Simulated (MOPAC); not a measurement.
MOPAC input (AM1):

```
AM1 1SCF GEO-OK AUX(PRECISION=9) THREADS=1
F2

F    -0.00000000 1   -0.00000000 1   -0.69824324 1
F     0.00000000 1    0.00000000 1    0.69824324 1
```

From the last part of the output:

```
                                                       MOPAC v23.2.5 Linux

          FINAL HEAT OF FORMATION =        -21.77190 KCAL/MOL =     -91.09361 KJ/MOL

          COSMO AREA              =         52.18 SQUARE ANGSTROMS
          COSMO VOLUME            =         33.80 CUBIC ANGSTROMS

          IONIZATION POTENTIAL    =         14.178287 EV
          HOMO LUMO ENERGIES (EV) =        -14.178  0.966
          NO. OF FILLED LEVELS    =          7
          MOLECULAR WEIGHT        =         37.9968         POINT GROUP:  D*h

          MOLECULAR DIMENSIONS (Angstroms)

            Atom       Atom       Distance
            F     2    F     1     1.39649
            F     2    F     1     0.00000
            F     1    F     2     0.00000

          SCF CALCULATIONS        =          1

   ATOM   CHEMICAL          X               Y               Z
  NUMBER   SYMBOL      (ANGSTROMS)     (ANGSTROMS)     (ANGSTROMS)

     1       F         -0.00000000  *  -0.00000000  *  -0.69824324  *
     2       F          0.00000000  *   0.00000000  *   0.69824324  *

                             CARTESIAN COORDINATES

   1    F       -0.000000000    -0.000000000    -0.698243240
   2    F        0.000000000     0.000000000     0.698243240

           Empirical Formula: F2  =     2 atoms

      MOLECULAR POINT GROUP   :   D*h

                  EIGENVALUES
 -48.83475 -44.83304 -19.55735 -17.68455 -17.68455 -14.17829 -14.17829   0.96560

              NET ATOMIC CHARGES AND DIPOLE CONTRIBUTIONS

  ATOM NO.   TYPE          CHARGE      No. of ELECS.   s-Pop       p-Pop
    1          F          -0.000000        7.0000     1.98384     5.01616
    2          F           0.000000        7.0000     1.98384     5.01616
 DIPOLE           X         Y         Z       TOTAL
 POINT-CHG.     0.000     0.000     0.000     0.000
 HYBRID         0.000     0.000    -0.000     0.000
 SUM            0.000     0.000     0.000     0.000

          ATOMIC ORBITAL ELECTRON POPULATIONS

     Atom    s        px        py        pz
    1  F   1.98384   2.00000   2.00000   1.01616
    2  F   1.98384   2.00000   2.00000   1.01616

 **********************
 *                    *
 * JOB ENDED NORMALLY *
 *                    *
 **********************

 == MOPAC DONE ==
```
